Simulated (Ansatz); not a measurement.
hcp Lu was calculated with revPBE (plane waves, PAW; Ansatz, a first-principles code).

Numerical settings: plane-wave cutoff 520 eV, 18×18×10 k mesh (along the axes of the cell as run), Fermi–Dirac smearing 0.05 eV, scalar-relativistic PAW data made under PBE.

Response to compression and expansion:

Shape and atoms are relaxed at each volume.

```tsv
V (Å³/atom)	P (GPa)	c (Å)	a (Å)
28.878	1.90	5.454	3.497
29.479	0.91	5.494	3.520
30.081	0.00	5.533	3.543
30.683	-0.83	5.572	3.566
31.284	-1.59	5.611	3.588
```

Note: the bulk modulus comes from volumes at which shape and atoms were relaxed.
